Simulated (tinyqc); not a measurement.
Inside a calculation. Method: LCCD on RHF in the sto-6g basis, frozen core, for H2F+, spin multiplicity 1. One step of it, computed by the program tinyqc.

Task: Iteration 9 (converged): orbitals. Diagonalise F' = X^T F X, C = X C', fill 5 alpha and 5 beta electrons from the bottom; D = 2 C_occ C_occ^T. Each column has its largest component positive (the first on a tie).

converged F (hartree):
```
             1F 1s      1F 2s     1F 2px     1F 2py     1F 2pz      2H 1s      3H 1s
1F 1s   -26.880742  -6.510379   0.000000   0.000000  -0.018966  -0.825595  -0.825595
1F 2s    -6.510379  -3.419098   0.000000   0.000000  -0.076540  -0.893620  -0.893620
1F 2px    0.000000   0.000000  -0.984630   0.000000   0.000000   0.000000   0.000000
1F 2py    0.000000   0.000000   0.000000  -0.873824   0.000000  -0.454072   0.454072
1F 2pz   -0.018966  -0.076540   0.000000   0.000000  -0.918424  -0.338371  -0.338371
2H 1s    -0.825595  -0.893620   0.000000  -0.454072  -0.338371  -0.675408  -0.221527
3H 1s    -0.825595  -0.893620   0.000000   0.454072  -0.338371  -0.221527  -0.675408
```

X:
```
            1F 1s      1F 2s    1F 2px     1F 2py     1F 2pz      2H 1s      3H 1s
1F 1s    1.022119  -0.128691  0.000000   0.000000  -0.003749   0.014089   0.014089
1F 2s   -0.128691   1.101373  0.000000   0.000000   0.036190  -0.165970  -0.165970
1F 2px   0.000000   0.000000  1.000000   0.000000   0.000000   0.000000   0.000000
1F 2py   0.000000   0.000000  0.000000   1.044241   0.000000  -0.131292   0.131292
1F 2pz  -0.003749   0.036190  0.000000   0.000000   1.016318  -0.075121  -0.075121
2H 1s    0.014089  -0.165970  0.000000  -0.131292  -0.075121   1.073940  -0.049737
3H 1s    0.014089  -0.165970  0.000000   0.131292  -0.075121  -0.049737   1.073940
```

Give: F' = X^T F X; orbital energies; coefficients C; D after iteration 9.

Result:

F' = X^T F X (hartree):
```
          1        2        3        4        5        6        7
1  -26.4683  -3.1956   0.0000   0.0000  -0.0305  -0.0970  -0.0970
2   -3.1956  -2.2127   0.0000   0.0000   0.0261  -0.3703  -0.3703
3    0.0000   0.0000  -0.9846   0.0000   0.0000   0.0000   0.0000
4    0.0000   0.0000   0.0000  -0.7195   0.0000  -0.3617   0.3617
5   -0.0305   0.0261   0.0000   0.0000  -0.8552  -0.2400  -0.2400
6   -0.0970  -0.3703   0.0000  -0.3617  -0.2400  -0.3821  -0.0469
7   -0.0970  -0.3703   0.0000   0.3617  -0.2400  -0.0469  -0.3821
```

orbital energies (hartree): MO1 -26.8838, MO2 -1.9683, MO3 -1.0738, MO4 -0.9986, MO5 -0.9846, MO6 -0.1144, MO7 0.0190

coefficients C:
```
            MO1      MO2      MO3      MO4     MO5      MO6      MO7
1F 1s    0.9972  -0.2408   0.0000   0.0510  0.0000   0.0819   0.0000
1F 2s    0.0123   0.9728   0.0000  -0.2711  0.0000  -0.5157   0.0000
1F 2px   0.0000   0.0000   0.0000   0.0000  1.0000   0.0000   0.0000
1F 2py   0.0000   0.0000   0.7527   0.0000  0.0000   0.0000   0.7472
1F 2pz   0.0013   0.0744   0.0000   0.8778  0.0000  -0.5191   0.0000
2H 1s   -0.0019   0.0717   0.3445   0.2304  0.0000   0.7069  -0.7279
3H 1s   -0.0019   0.0717  -0.3445   0.2304  0.0000   0.7069   0.7279
```

D after iteration 9:
```
          1F 1s    1F 2s  1F 2px   1F 2py   1F 2pz    2H 1s    3H 1s
1F 1s    2.1100  -0.4717  0.0000   0.0000   0.0562  -0.0148  -0.0148
1F 2s   -0.4717   2.0400  0.0000   0.0000  -0.3313   0.0145   0.0145
1F 2px   0.0000   0.0000  2.0000   0.0000   0.0000   0.0000   0.0000
1F 2py   0.0000   0.0000  0.0000   1.1332   0.0000   0.5186  -0.5186
1F 2pz   0.0562  -0.3313  0.0000   0.0000   1.5522   0.4151   0.4151
2H 1s   -0.0148   0.0145  0.0000   0.5186   0.4151   0.3538  -0.1209
3H 1s   -0.0148   0.0145  0.0000  -0.5186   0.4151  -0.1209   0.3538
```
